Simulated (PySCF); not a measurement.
System (SMILES): P (PH3).
Geometry (B3LYP-D3(BJ)/def2-TZVP, fixed):
```xyz
4

P      0.0029     0.0016     0.1282
H     -0.0038     1.1839    -0.6561
H      1.0120    -0.6137    -0.6568
H     -1.0521    -0.5944    -0.6098
```
Charge 0, spin multiplicity 1.

How fast the isotropic shielding of P1 converges with the basis for several methods (PySCF): deviation from each method's own reference, in ppm. References: HF 581.15 ppm, the value in pcSseg-3; PBE 572.21 ppm, the value in pcSseg-3; PBE0 579.37 ppm, the value in pcSseg-3. All functions are spherical. No added dispersion term, no relativity. GIAO; atoms are numbered in the order shown.

```tsv
basis	functions	HF	PBE	PBE0
STO-3G	12	171.91	116.59	129.98
6-31+G*	28	38.97	18.42	20.87
6-311G**	44	13.60	6.26	7.23
def2-TZVP	55	-7.01	-9.69	-8.84
cc-pV(T+d)Z	81	17.21	6.84	9.83
def2-TZVPPD	99	-5.04	-5.25	-5.09
aug-pcseg-2	119	8.59	7.12	7.05
aug-cc-pV(T+d)Z	124	13.83	12.73	13.20
```

Mean absolute deviation over 6-311G**, def2-TZVP, cc-pV(T+d)Z, def2-TZVPPD, aug-pcseg-2, aug-cc-pV(T+d)Z: PBE 7.98, PBE0 8.54, HF 10.88 ppm.
